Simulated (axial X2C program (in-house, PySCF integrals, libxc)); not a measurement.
# Linear NSiN at several levels

The task here is to estimate one member of a computed series from the others.

Method: all-electron X2C, two-component (2c) or spin-free, N dyall-av3z, Si dyall-v3z; program: an in-house X2C program for linear molecules on PySCF integrals.

All values are calculated.

2 further runs of the same task are left out: 2 set aside as unsound or not needed.

Set-up of the first run:

task.json reads:

```json
{
 "zs": [
  7,
  14,
  7
 ],
 "q": 0,
 "bas": [
  "dyall-av3z",
  "dyall-v3z",
  "dyall-av3z"
 ],
 "r0": [
  1.67,
  1.67
 ],
 "symm": 1,
 "scan": [
  "PBE0",
  "HF",
  "TPSSh"
 ],
 "levels": [
  "PBE0",
  "HF",
  "r2SCAN"
 ],
 "nst": 2
}
```

Keys: zs atomic numbers; q charge; bas basis sets; r0 starting distance in Å; symm equal bonds; scan levels of the two-bond scan; levels methods; nst determinants followed.

On the command line:

```sh
$ python solin.py task.json out
```

Masses N 14.003, Si 27.977, N 14.003 u.

Steps of the session up to this table: Scan at PBE0, 2c; Scan at HF, 2c; Scan at TPSSh, 2c.

One table of the session follows, with a row left open; its other results are not shown here.

```
           level  r(N–Si) (Å)  r(Si–N) (Å)  lower stretch (cm⁻¹)  upper stretch (cm⁻¹)
        PBE0, 2c        1.644        1.644                 834.8                 955.9
          HF, 2c            ?            ?                     ?                     ?
       TPSSh, 2c        1.651        1.651                 824.5                 942.4
 PBE0, spin-free        1.644        1.644                 834.8                 956.1
   HF, spin-free        1.680        1.680                 715.8                 897.8
TPSSh, spin-free        1.651        1.651                 824.5                 942.7
```

Estimate the missing values for HF, 2c.

The run gave: r(N–Si) (Å): 1.680; r(Si–N) (Å): 1.680; lower stretch (cm⁻¹): 715.9; upper stretch (cm⁻¹): 897.5.

Scans not shown above were run alike.

Limits of these values: The molecule was held linear; bending was not examined, so a bent shape may lie lower.
